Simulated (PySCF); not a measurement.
Atoms are numbered as in `[cH:1]1[cH:2][cH:3][nH:4][cH:5]1` (H(Xn): hydrogen on atom n).

GIAO shifts from PySCF on PBE0-D3(BJ)/def2-SVP geometries (one conformer, non-relativistic, equivalent nuclei averaged), against TMS at the same level and in the same medium; PCM means IEF-PCM chloroform.

Measured (solution, CDCl3, 298 K; Fulmer et al., Organometallics 2010, 29, 2176): C3/C5 117.8, C1/C2 108.0, H(C3)/H(C5) 6.83, H(C1)/H(C2) 6.26 ppm.

Question: Which unscaled values do PBE0/pcSseg-1, gas; PBE0/pcSseg-1, PCM; WP04/pcSseg-1, PCM; wB97X-D/pcSseg-1, PCM give, and how close are they?

Answer: 
| atoms | measured | PBE0/pcSseg-1, gas | PBE0/pcSseg-1, PCM | WP04/pcSseg-1, PCM | wB97X-D/pcSseg-1, PCM |
| --- | --- | --- | --- | --- | --- |
| C3/C5 | 117.8 | 119.6 | 121.7 | 122.3 | 123.6 |
| C1/C2 | 108.0 | 113.9 | 112.9 | 114.1 | 114.1 |
| H(C3)/H(C5) | 6.83 | 6.66 | 6.90 | 6.63 | 6.93 |
| H(C1)/H(C2) | 6.26 | 6.38 | 6.39 | 6.13 | 6.41 |

Mean absolute error for ¹³C: PBE0/pcSseg-1, gas 3.9, PBE0/pcSseg-1, PCM 4.4, WP04/pcSseg-1, PCM 5.3, wB97X-D/pcSseg-1, PCM 5.9 ppm.

Mean absolute error for ¹H: PBE0/pcSseg-1, gas 0.15, PBE0/pcSseg-1, PCM 0.10, WP04/pcSseg-1, PCM 0.17, wB97X-D/pcSseg-1, PCM 0.12 ppm.
